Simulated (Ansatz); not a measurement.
# C₄H₄F₂: how energies converge with the basis set

How large a basis does C₄H₄F₂ need? Two functionals are run in growing sets.

The runs use Ansatz 0.2.0, Gaussian basis; one geometry, several basis sets.

Plan: PBE0-D4/def2-SVP; ωB97M-V/def2-SVP; PBE0-D4/def2-QZVPP; ωB97M-V/def2-QZVPP; the functionals' def2-TZVPP values are taken from earlier runs.

## 1. Structure used throughout

The geometry comes from an earlier relaxation with PBE0-D4 in a triple-zeta def2 set; it is a stationary point, not always the lowest conformer.

SMILES `FC1=CCC1F`, 10 atoms, charge 0, spin multiplicity 1.

Atoms are counted from 1 here; the program's logs count them from 0.

Bond lengths: F1–C2 1.318 Å, C2–C3 1.328 Å, C2–C5 1.491 Å, C3–C4 1.517 Å, C3–H7 1.081 Å, C4–C5 1.553 Å, C4–H8 1.091 Å, C4–H9 1.093 Å, C5–F6 1.373 Å, C5–H10 1.094 Å. Angles: F1–C2–C3 134.1°, F1–C2–C5 129.5°, C3–C2–C5 96.3°, C2–C3–C4 92.2°, C2–C3–H7 134.8°, C4–C3–H7 133.0°, C3–C4–C5 86.5°, C3–C4–H8 115.2°, C3–C4–H9 116.6°, C5–C4–H8 111.7°, C5–C4–H9 115.3°, H8–C4–H9 109.9°, C2–C5–C4 84.8°, C2–C5–F6 116.8°, C2–C5–H10 115.8°, C4–C5–F6 115.7°, C4–C5–H10 114.8°, F6–C5–H10 107.9°.

## 2. PBE0-D4 in def2-SVP

Contents of in.yaml:

```yaml
crystal:
  periodic: [false, false, false]
  atoms:
    - {symbol: F, position_ang: [2.232380, 0.344084, -0.828730]}
    - {symbol: C, position_ang: [1.049374, 0.050892, -0.327155]}
    - {symbol: C, position_ang: [0.556461, -0.993138, 0.329510]}
    - {symbol: C, position_ang: [-0.812775, -0.349776, 0.439815]}
    - {symbol: C, position_ang: [-0.232043, 0.808460, -0.416677]}
    - {symbol: F, position_ang: [-0.259289, 2.051218, 0.166683]}
    - {symbol: H, position_ang: [0.945235, -1.955363, 0.631114]}
    - {symbol: H, position_ang: [-1.088909, -0.013520, 1.440369]}
    - {symbol: H, position_ang: [-1.645630, -0.892627, -0.013606]}
    - {symbol: H, position_ang: [-0.661706, 0.898669, -1.418325]}
basis:
  gaussian: {orbitals: def2-SVP}
hamiltonian: {xc: pbe0, dispersion: d4}
output: {orbitals: {seedname: orbitals}}
```

The run is started by

```
> ansatz run in.yaml --threads 4 --pin off --events-out ev --progress --plain --max-ram 10444MiB
```

The runs that follow: ωB97M-V in def2-SVP; PBE0-D4 in def2-QZVPP; ωB97M-V in def2-QZVPP.

Q: Predict the results of all the runs planned. Wanted: PBE0-D4: double and triple zeta above quadruple; ωB97M-V: double and triple zeta above quadruple.

The runs gave:

```
                                       quantity           value
PBE0-D4: double and triple zeta above quadruple  11.74, 0.51 eV
ωB97M-V: double and triple zeta above quadruple  12.05, 0.48 eV
```

**Reading.** PBE0-D4 gains 11.23 eV from double to triple zeta, then 0.51 eV more. These are total energies; as a rule much of such shifts cancels in differences, which this series doesn't test. The LUMO of ωB97M-V is positive and keeps falling with the basis (2.36 to 1.75 eV): an unbound level that the basis holds in place.
